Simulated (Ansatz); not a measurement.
Match the barriers

Saddle point of SiH$_{5}$ClO, singlet (SiH₃Cl ([SiH3][Cl]) + H₂O → SiH₄O ([OH][SiH3]) + HCl; bonds formed: Si1–O7, Cl2–H6; bonds broken: Si1–Cl2, H6–O7), PBE0-D4/def2-TZVP structure:

```xyz
8
angstrom
Si -0.4267 -0.2499 -0.5550
Cl 1.9932 -0.5598 -0.4755
H -0.5603 -1.7075 -0.7226
H -0.1744 0.6204 -1.7211
H -1.8163 0.1760 -0.1493
H 1.1215 0.2824 1.0105
O 0.1177 0.3107 1.1294
H -0.2547 1.1278 1.4835
```

Program: Ansatz 0.2.0. Basis: def2-TZVPP, with def2-QZVPP for the basis limit. Cores are frozen in the correlated methods. Extrapolation: Hartree–Fock as exp(−7.88 √X), correlation as X^−2.97. Four methods, as single points on the PBE0-D4 structures, gave these electronic barriers from the start structure: 11.49, 20.52, 22.92, 30.58 kcal/mol.

(1) The methods were, in alphabetical order, HF, MP2, PBE0-D4, SPW92. Which gave which? (Judge from chemistry; the calculation decides.)

No T1 diagnostic of these runs exceeds 0.011.

## Answers

(1) Computed: SPW92 11.49; PBE0-D4 20.52; MP2 22.92; HF 30.58 kcal/mol. For comparison, CCSD(T) at an estimated basis limit (MP2 extrapolated from triple and quadruple zeta, plus CCSD(T) − MP2 in triple zeta) gives 23.06 kcal/mol.

The step is the kind of ligand exchange by which a precursor binds to a hydroxyl group, or is hydrolysed, in atomic layer deposition of oxides.

Labels in which every atom is bracketed show which atoms are joined, not bond orders.

For scale, one of the runs: CCSD(T)/def2-TZVPP, 185 basis functions (an equivalent command: `ansatz run in.yaml --threads 2`). Time: 15 s of wall clock on 2 CPU threads; the host was shared. Peak host memory: 1.9 GiB.
